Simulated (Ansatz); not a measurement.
Species, as SMILES: N (NH3).
Atoms: N1, H2, H3, H4. Bonds: N1-H2, N1-H3, N1-H4.

Basis-set convergence of the highest harmonic wavenumber at B3LYP with Ansatz (a program for electronic structure). Each level at its own minimum, finite differences of forces, unscaled; the reference is a large set that could be run, not a limit. Cartesian d functions, on some or all atoms, in 6-31+G*; all else is spherical. The program fits the integrals of some runs and decomposes those of others, by size. Core-valence sets carry the plain set on hydrogen. No added dispersion term, no relativity. Reference: the value in aug-pcseg-2, 3595 cm⁻¹, itself unsure by roughly 4 cm⁻¹ (its mean distance from aug-cc-pVTZ, def2-TZVPPD).

```csv
basis,functions,highest harmonic wavenumber (cm⁻¹)
3-21G,15,3542
pcseg-0,15,3523
6-31+G*,25,3598
cc-pVDZ,29,[?]
def2-SVP,29,[?]
pcseg-1,29,3565
6-311G**,36,3580
6-311+G**,40,[?]
def2-SVPD,44,[?]
def2-TZVP,49,3584
"6-311++G(2d,2p)",57,3599
def2-TZVPD,64,3579
pcseg-2,72,3600
cc-pCVTZ,85,3572
def2-TZVPPD,88,3594
"6-311++G(3df,3pd)",93,3590
aug-cc-pVTZ,115,3588
aug-pcseg-2,115,3595
```

Q: What belongs in the gaps?

A: 
- cc-pVDZ, highest harmonic wavenumber (cm⁻¹): 3531
- def2-SVP, highest harmonic wavenumber (cm⁻¹): 3561
- 6-311+G**, highest harmonic wavenumber (cm⁻¹): 3607
- def2-SVPD, highest harmonic wavenumber (cm⁻¹): 3611
